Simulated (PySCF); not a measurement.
**Exercise with solution: entropy of an ideal gas**

CH3O, SMILES C=[OH+], charge +1.

Geometry: PBE0-D3(BJ)/def2-TZVP. The isomer is the one that the SMILES or the coordinates give; other isomers of the formula were not compared.

PBE0-D3(BJ)/def2-TZVP (PySCF) gives the harmonic wavenumbers 1029, 1112, 1248, 1380, 1483, 1693, 3090, 3233, 3612 cm⁻¹ and the rotational temperatures 9.5508, 1.6669, 1.4192 K. The molar mass is 31.03 g/mol, the symmetry number 1, the spin multiplicity 1.

**Question.** Work out the entropy at 298.15 K and 1 atm in the rigid-rotor, harmonic-oscillator model.

**Answer.** 
Translation (Sackur–Tetrode at 1 atm): S = R[1.5 ln M + 2.5 ln T − 1.16487] = 151.6 J/(mol K).
Rotation: q = (√π/σ) T^1.5/√(θA θB θC) = 1920, S = R[ln q + 3/2] = 75.3 J/(mol K).
Vibration: with u = 1.4388 ν/T, each mode gives R[u/(e^u − 1) − ln(1 − e^−u)]:
```tsv
ν (cm⁻¹)	modes	u	S (J/(mol K))
1029	1	4.97	0.35
1112	1	5.37	0.25
1248	1	6.02	0.14
1380	1	6.66	0.08
1483	1	7.16	0.05
1693	1	8.17	0.02
```
The stiffer modes add less than 0.005 each. Sum 0.9 J/(mol K).
Spin: R ln 1 = 0.0 J/(mol K).
Total 227.8 J/(mol K); the program's own thermochemistry gives 227.8. Translation makes up 67 % and vibration 0 %. Anharmonicity, hindered rotation and orbital degeneracy are left out.
